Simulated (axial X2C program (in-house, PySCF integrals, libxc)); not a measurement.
**Low determinants of P₂⁺ at the PBE0 level, two-component**

Computed with an in-house all-electron X2C program for linear molecules (integrals from PySCF). Two-component (2c) means X2C with spin–orbit coupling and atomic mean-field two-electron Coulomb and Gaunt terms. Basis: P dyall-v3z [8s7p2d1f] (cores contracted in-house); Gaussian nuclei, density fitting, unrestricted open shells. Masses: P 30.974 u.

Search at 1.977 Å (vertical energies from the lowest determinant):

| ΔE (eV) | state | electrons beyond evenly filled partner blocks | electrons in ±ω = 1/2, 3/2, 5/2, 7/2 |
| --- | --- | --- | --- |
| 0.00 | Ω = 3/2 | ω = 3/2 | 24 5 0 0 |
| 0.03 | Ω = 1/2 | ω = 1/2 | 23 6 0 0 |
| 2.19 | Ω = 1/2 | 2 × ω = -1/2, ω = 3/2 | 24 5 0 0 |
| 2.23 | Ω = 5/2 | ω = -1/2, 2 × ω = 3/2 | 23 6 0 0 |
| 2.88 | Ω = 7/2 | ω = 1/2, 2 × ω = 3/2 | 23 6 0 0 |
| 2.92 | Ω = 3/2 | ω = 3/2 | 22 7 0 0 |
| 3.47 | Ω = 1/2 | ω = 1/2 | 25 4 0 0 |

Lowest determinant, Ω = 3/2 (⟨Sz⟩ = 0.50, ⟨Lz⟩ = 1.00 at PBE0): Re = 1.975 Å, ωe = 720.6 cm⁻¹.

The determinant in row 2 of the search, Ω = 1/2 (⟨Sz⟩ = -0.50, ⟨Lz⟩ = 1.00 at PBE0), was followed along the bond at PBE0; measured from the minimum of the lowest determinant it gives:

Te = 0.033 eV (266 cm⁻¹), Re = 1.975 Å, ωe = 720.6 cm⁻¹.

(1) Compare the bond of the determinant in row 2 with that of the lowest one.

The search compares states at one distance, so a state with another bond length can lie lower; it is not exhaustive and yields mostly the lowest determinant of each block pattern, so other components and higher states of one pattern are missing. These are energies of single determinants, not of spin-adapted states; PBE0 term energies can be off by some tenths of an eV, and the functional has no current term. The lowest determinant need not be the ground state where others lie within half an eV.

Answers

(1) At PBE0 its Re is the same within 0.001 Å and its force constant, which goes as ωe², is 1.00 times that of the lowest determinant. T0 ≈ Te + Δωe/2 = 266 + (0) = 266 cm⁻¹.
